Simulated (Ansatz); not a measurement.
# One shape, several levels: HNO3 (peroxynitrous acid)

Aim: a comparison of 6 runs (HF/6-311+G**, PBE/6-311+G**, SVWN5/6-311+G**, r2SCAN0/6-311+G**, RPA@PBE0/6-311+G**, MP2/6-311+G**) of HNO3 (peroxynitrous acid). 

Program for the calculation: Ansatz 0.2.0.

51 further runs of the same task are left out: 51 set aside as unsound or not needed.

**1. The molecule**

HNO3: 5 atoms, total charge 0, spin state singlet. As SMILES, `O=NOO`. The O3–O4 distance was set to 2.101 Å, away from the relaxed value. At this shape a bond of the SMILES string is far longer than usual.

Bond lengths: O1–N2 1.180 Å, N2–O3 1.353 Å, O4–H5 0.984 Å. Angles: O1–N2–O3 114.6°. A long bond or contact: O3–O4 2.101 Å.

**2. A single-point energy at HF/6-311+G(d,p) (run 1)**

The input, input.yaml:

```yaml
crystal:
  periodic: [false, false, false]
  atoms:
    - {symbol: O, position_ang: [-0.505486, -1.104481, 1.058334]}
    - {symbol: "N", position_ang: [-1.513606, -0.897471, 0.480064]}
    - {symbol: O, position_ang: [-1.416926, 0.019359, -0.509726]}
    - {symbol: O, position_ang: [0.508600, 0.826880, -0.747550]}
    - {symbol: H, position_ang: [1.001920, 0.348200, -0.043280]}
basis:
  gaussian: {orbitals: 6-311+G_st__st_.json}
accuracy: high
output: {orbitals: {seedname: orbitals}}
hamiltonian: {xc: hf}
```

The basis set 6-311+G** is read from a file made from the Basis Set Exchange's data (not shown).

On the command line:

```
$ ansatz run input.yaml --threads 1 --pin off --max-ram 3480MiB --events-out events.jsonl --progress --plain --runs-dir runs
```

Log:

```text
Warning: RAYON_NUM_THREADS=1 ignored (pool sized by the plan → 1); use --threads N
Functional definition: HF
  name "HF"
  exchange = exact_x
  correlation = 0
1757 factors; integrals over basis functions are off by at most 3.2e-9 eV
mean field evaluation 1: about -7589.3811 eV, gradient 6.7e1 eV
mean field evaluation 2: about -7589.3876 eV, gradient 6.7e1 eV
mean field evaluation 4: about -7597.6860 eV, gradient 3.1e1 eV
mean field evaluation 8: about -7601.7224 eV, gradient 3.6e0 eV
mean field evaluation 16: about -7601.8094 eV, gradient 2.3e-8 eV
mean field evaluation 32: about -7591.9346 eV, gradient 5.6e1 eV
mean field evaluation 64: about -7601.7930 eV, gradient 9.0e-1 eV
mean field -7601.80937609 eV, -279.3613418799 hartree, gradient 2.2e-8 eV, S^2 0.000000; 0 other end points of the search recorded, 0 dependent functions left out
reference -7601.80937609 eV, -279.3613418799 hartree; 16, 16 occupied and 78, 78 virtual orbitals, 1757 factors
Total energy: -7601.80937609 eV, -279.3613418799 hartree
```

Run time: 2.9 s. Hardware: 1 thread of Arm Neoverse V2, shared host; peak memory 0.21 GiB.

**3. A single-point energy at PBE/6-311+G(d,p) (run 2)**

The input, molecule.yaml:

```yaml
crystal:
  periodic: [false, false, false]
  atoms:
    - symbol: O
      position_ang: [-0.505486, -1.104481, 1.058334]
    - symbol: N
      position_ang: [-1.513606, -0.897471, 0.480064]
    - symbol: O
      position_ang: [-1.416926, 0.019359, -0.509726]
    - symbol: O
      position_ang: [0.508600, 0.826880, -0.747550]
    - symbol: H
      position_ang: [1.001920, 0.348200, -0.043280]
basis:
  gaussian:
    orbitals: 6-311+G_st__st_.json
accuracy: high
output:
  orbitals: {seedname: orbitals}
hamiltonian:
  xc: {name: PBE}
```

The basis set 6-311+G** is read from a file made from the Basis Set Exchange's data (not shown).

On the command line:

```
$ ansatz run molecule.yaml --threads 1 --pin off --max-ram 3480MiB --events-out events.jsonl --progress --plain --runs-dir runs
```

Log:

```text
Warning: RAYON_NUM_THREADS=1 ignored (pool sized by the plan → 1); use --threads N
Functional definition: PBE
  name "PBE"
  parameter kappa = 0.804
  parameter beta = 0.06672455060314922
  exchange = pbe_x(kappa = kappa, mu = beta*pi^2/3)
  correlation = pbe_c(beta = beta)
1757 factors; integrals over basis functions are off by at most 3.2e-9 eV
mean field evaluation 1: about -7626.1789 eV, gradient 7.3e1 eV
mean field evaluation 2: about -7440.0203 eV, gradient 2.4e2 eV
mean field evaluation 4: about -7625.1393 eV, gradient 6.6e1 eV
mean field evaluation 8: about -7636.1987 eV, gradient 4.2e0 eV
mean field evaluation 16: about -7636.2404 eV, gradient 1.2e-4 eV
mean field evaluation 32: about -7635.8711 eV, gradient 1.0e1 eV
mean field -7636.24037306 eV, -280.6266576802 hartree, gradient 1.1e-8 eV, S^2 0.000000; 2 other end points of the search recorded, 0 dependent functions left out
reference -7636.24037677 eV, -280.6266578167 hartree; 16, 16 occupied and 78, 78 virtual orbitals, 1757 factors
Total energy: -7636.24037677 eV, -280.6266578167 hartree
```

Run time: 4.8 s. Hardware: 1 thread of Arm Neoverse V2, shared host; peak memory 0.2 GiB.

Runs 3 to 5 aren't shown in full; the table further down has their settings and results.

**4. The energy at MP2/6-311+G(d,p) (run 6)**

The input, molecule.yaml:

```yaml
crystal:
  periodic: [false, false, false]
  atoms:
    - {symbol: O, position_ang: [-0.505486, -1.104481, 1.058334]}
    - {symbol: N, position_ang: [-1.513606, -0.897471, 0.480064]}
    - {symbol: O, position_ang: [-1.416926, 0.019359, -0.509726]}
    - {symbol: O, position_ang: [0.508600, 0.826880, -0.747550]}
    - {symbol: H, position_ang: [1.001920, 0.348200, -0.043280]}
basis:
  gaussian: {orbitals: 6-311+G_st__st_.json}
correlation: {method: mp2, frozen_orbitals: {H: 0, "N": 1, O: 1}}
accuracy: high
magnetization: {spin_polarized: false, initial_magnetization: 0}
```

The basis set 6-311+G** is read from a file made from the Basis Set Exchange's data (not shown).

On the command line:

```
$ ansatz run molecule.yaml --threads 1 --pin off --max-ram 3480MiB --events-out events.jsonl --progress --plain --runs-dir runs
```

Log:

```text
Warning: RAYON_NUM_THREADS=1 ignored (pool sized by the plan → 1); use --threads N
[... 4 set-up lines as earlier in the session ...]
1757 factors; integrals over basis functions are off by at most 3.2e-9 eV
mean field evaluation 1: about -7589.3811 eV, gradient 6.7e1 eV
mean field evaluation 2: about -7589.3876 eV, gradient 6.7e1 eV
mean field evaluation 4: about -7597.6860 eV, gradient 3.1e1 eV
mean field evaluation 8: about -7601.7224 eV, gradient 3.6e0 eV
mean field evaluation 16: about -7601.8094 eV, gradient 2.3e-8 eV
mean field evaluation 32: about -7601.0876 eV, gradient 1.5e1 eV
mean field -7601.80937609 eV, -279.3613418799 hartree, gradient 2.2e-8 eV, S^2 0.000000; 2 other end points of the search recorded, 0 dependent functions left out; unrestricted orbitals would lower it
unrestricted determinant -7605.15211327 eV, -279.4841852056 hartree, S^2 1.1017
4 core orbitals not correlated: weight in the atoms' cores, before any rotation towards them, 1.000 or more for the frozen orbitals, at most 0.000 for the correlated occupied ones
reference -7601.80937609 eV, -279.3613418799 hartree; 12, 12 occupied and 78, 78 virtual orbitals, 1757 factors
second order -23.18727344 eV of doubles, -0.00000000 eV of singles
Total energy: -7624.99664953 eV, -280.2134584619 hartree
```

Wall time 5.4 s (1 thread of Arm Neoverse V2, shared host); peak memory 0.25 GiB.

**5. All runs side by side**

| run | level | frozen core orbitals | energy (Eh) | HOMO energy (eV) | LUMO energy (eV) | HOMO–LUMO gap (eV) | wall time |
| --- | --- | --- | --- | --- | --- | --- | --- |
| 1 | HF/6-311+G** | – | -279.361342 | -12.52 | -2.02 | 10.50 | 2.9 s |
| 2 | PBE/6-311+G** | – | -280.626658 | -7.52 | -6.73 | 0.79 | 4.8 s |
| 3 | SVWN5/6-311+G** | – | -278.873902 | -7.70 | -7.02 | 0.68 | 3.3 s |
| 4 | r2SCAN0/6-311+G** | – | -280.656736 | -9.74 | -6.01 | 3.73 | 8.7 s |
| 5 | RPA@PBE0/6-311+G** | 4 | -280.456762 | – | – | – | 13 s |
| 6 | MP2/6-311+G** | 4 | -280.213458 | – | – | – | 5.4 s |

**6. Results**

| quantity | value |
| --- | --- |
| run 6: total energy | -280.21346 Eh |
| run 6: correlation energy (4 core orbitals frozen) | -852.1 mEh |

In words: Over runs 1, 2, 3, 4 the HOMO–LUMO gap runs from 0.68 eV (SVWN5/6-311+G**) to 10.50 eV (HF/6-311+G**). Exact exchange widens orbital gaps. Totals of different functionals can't be ranked against each other. In runs 5, 6 the log says that unrestricted orbitals would lower the reference, so the values rest on an unstable closed-shell determinant (other closed-shell runs at this shape may share the fault). All runs together took 38 s, the longest 13 s.
